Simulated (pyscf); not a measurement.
Elementary routes open to `[GeH2]` [singlet] + `[OH2]` in the gas phase (singlet surface):
A. `[O]=[GeH2]` + `[H][H]` (H–O, H–O broken; Ge–O, H–H formed)
B. `[OH][GeH]` [singlet] + `[H][H]` (Ge–H, H–O broken; Ge–O, H–H formed)
C. `[OH][GeH3]` (H–O broken; Ge–O, Ge–H formed)

Single points on ωB97X-D3(BJ)/def2-SVP structures (PySCF, gas phase).

Problem. Rank the routes by free-energy barrier at 1200 K, lowest first, for ωB97M-D3(BJ)/def2-TZVP energies (ideal gas, 1 atm, RRHO with modes under 100 cm⁻¹ raised to 100, one conformer, R ln 2 for chiral ones without a mode under 150 cm⁻¹).

Solution. B (47.5 kcal/mol), C (56.3 kcal/mol), A (106.0 kcal/mol)

Route B is the fastest of these, ahead of the next by 8.8 kcal/mol. The most stable products are those of B (ΔG = -14.2 kcal/mol), so kinetics and thermodynamics agree. At 298 K B is still the fastest. A: On the reactant side the descent ends in an adduct with a Ge–O contact, 16.6 kcal/mol under the separated species and 90.3 kcal/mol under the saddle at ωB97X-D3(BJ)/def2-TZVP. B: On the reactant side the descent ends in an adduct with a Ge–O contact, 16.6 kcal/mol under the separated species and 23.9 kcal/mol under the saddle at ωB97X-D3(BJ)/def2-TZVP. C: On the reactant side the descent ends in an adduct with a Ge–O contact, 16.6 kcal/mol under the separated species and 33.0 kcal/mol under the saddle at ωB97X-D3(BJ)/def2-TZVP. Only these routes are compared; each barrier is that of the saddle found, and lower ones may exist. One closed-shell reference is unstable to symmetry breaking; treat the single-reference values with care. Elements up to Kr have no core potential and no relativistic terms here.
